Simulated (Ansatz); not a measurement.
Abridged output of a molecular run in Ansatz:

```
Functional definition: HF
1451 factors; integrals over basis functions are off by at most 9.1e-4 eV
mean field evaluation 1: about -11256.6915 eV, gradient 3.9e1 eV
mean field evaluation 2: about -11256.9620 eV, gradient 3.9e1 eV
mean field evaluation 4: about -11260.0303 eV, gradient 4.2e0 eV
mean field evaluation 8: about -11260.0858 eV, gradient 3.1e-1 eV
mean field -11260.08624765 eV, -413.8005372404 hartree, gradient 3.1e-6 eV, S^2 0.000000; 0 other end points of the search recorded, 0 dependent functions left out
6 core orbitals not correlated: weight in the atoms' cores, before any rotation towards them, 1.000 or more for the frozen orbitals, at most 0.000 for the correlated occupied ones
reference -11260.08624765 eV, -413.8005372404 hartree; 18, 18 occupied and 204, 204 virtual orbitals, 1451 factors
second order -33.23824313 eV of doubles, -0.00000000 eV of singles
cycle   1  -32.96635840 eV  change    2.7e-1 eV  update   1.2e-1
cycle   2  -33.65330227 eV  change   -6.9e-1 eV  update   3.6e-2
cycle   3  -33.82778406 eV  change   -1.7e-1 eV  update   1.7e-2
cycle   4  -33.81071842 eV  change    1.7e-2 eV  update   3.9e-3
cycle   5  -33.80779494 eV  change    2.9e-3 eV  update   1.6e-3
cycle   6  -33.80936464 eV  change   -1.6e-3 eV  update   4.1e-4
cycle   7  -33.80917086 eV  change    1.9e-4 eV  update   1.4e-4
cycle   8  -33.80906355 eV  change    1.1e-4 eV  update   3.9e-5
cycle   9  -33.80906565 eV  change   -2.1e-6 eV  update   1.5e-5
perturbative correction -1.21120595 eV, -0.0445109978 hartree
Total energy: -11295.10651925 eV, -415.0875084841 hartree
```

Its atoms:

```xyz
9

C     0.837    0.525   -0.630
C    -0.477    0.089   -0.119
F    -1.544    0.593   -0.760
C    -0.702   -0.735    0.892
F    -1.890   -1.096    1.313
F     0.254   -1.297    1.602
H     0.930    1.612   -0.564
H     0.951    0.240   -1.679
H     1.642    0.069   -0.055
```

Problem. Which basis set was used?
A. def2-QZVPP
B. def2-TZVPP
C. cc-pV(D+d)Z
D. def2-SVP

Solution. B. It gives 228 functions.

Problem. Write the keys of the input that set method, charge and spin (a neutral closed shell needs none for the last two).

Solution. 
```yaml
correlation: {method: ccsd_t}
```
